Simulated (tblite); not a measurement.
Run record: nudged-elastic-band run, `CCC(=O)C=O`.

Computed with GFN2-xTB (tblite), gas phase: nudged elastic band of 9 images (0 to 8), spring 0.2 eV/Å², climbing image at the end, force threshold 0.05 eV/Å. No saddle search or frequency run followed, so the top image need not be a first-order saddle, and its height can exceed the method's true barrier by a kcal/mol or more. The command runs a driver script over a list of jobs; the input below is this job's line of settings and its coordinates in Å. «atoms» counts from 0 and names the dihedral (C1–C2–C3–C5 when counted from 1); «turn» is the rotation in degrees that makes the guess of the end point.

Command:
```bash
OMP_NUM_THREADS=1 python probes_run.py task.json out
```

Input:
```
{"job": {"kind": "neb", "xc": "GFN2-xTB", "basis": "xTB", "atoms": [0, 1, 2, 4], "turn": 120}, "charge": 0, "multiplicity": 1}
C      1.728664    -0.044769    -0.235336
C      0.233610    -0.109385    -0.506667
C     -0.587774     0.135928     0.723494
O     -0.153731     0.365123     1.824286
C     -2.099088     0.076372     0.498388
O     -2.617668    -0.142055    -0.559454
H      2.008918    -0.791292     0.503557
H      2.290008    -0.224799    -1.147954
H      1.997309     0.933083     0.156359
H     -0.065965     0.629510    -1.255417
H     -0.055516    -1.085659    -0.906089
H     -2.677568     0.257259     1.422935
```

Q: What does the run print?

A: 
```
image   E - E0 / eV
  0      -0.0000
  1       0.0049
  2       0.0173
  3       0.0325
  4       0.0443
  5       0.0482
  6       0.0438
  7       0.0356
  8       0.0268
```

Q: Read off the barriers.

A: The highest image is 5: 0.048 eV (1.11 kcal/mol) above the start and 0.021 eV (0.49 kcal/mol) above the end. The band met its force threshold.

Q: Which dihedral does each image have?

A: 0: 180°, 1: -168°, 2: -155°, 3: -141°, 4: -127°, 5: -113°, 6: -99°, 7: -85°, 8: -73°.

Q: Give the geometry of the highest image and of the end point.

A: 
Image 5:
```
atom  x, y, z in Å
C1      1.577   -0.293   -0.182
C2      0.234    0.290   -0.632
C3     -0.644    0.575    0.553
O4     -0.419    1.403    1.400
C5     -1.901   -0.292    0.656
O6     -2.198   -1.139   -0.138
H7      1.430   -1.236    0.340
H8      2.204   -0.472   -1.051
H9      2.085    0.400    0.484
H10     0.422    1.230   -1.155
H11    -0.271   -0.407   -1.298
H12    -2.518   -0.057    1.542
```

Image 8:
```
atom  x, y, z in Å
C1      1.390   -0.418   -0.149
C2      0.271    0.479   -0.689
C3     -0.721    0.759    0.403
O4     -0.837    1.805    0.990
C5     -1.622   -0.420    0.767
O6     -1.817   -1.367    0.059
H7      0.989   -1.369    0.194
H8      2.114   -0.613   -0.937
H9      1.901    0.067    0.678
H10     0.685    1.419   -1.054
H11    -0.244   -0.043   -1.498
H12    -2.109   -0.301    1.752
```

On Intel Xeon Platinum 8375C at 2.90 GHz, one thread, on a shared host, this took 2.2 s wall and 0.18 GiB of memory at its peak.
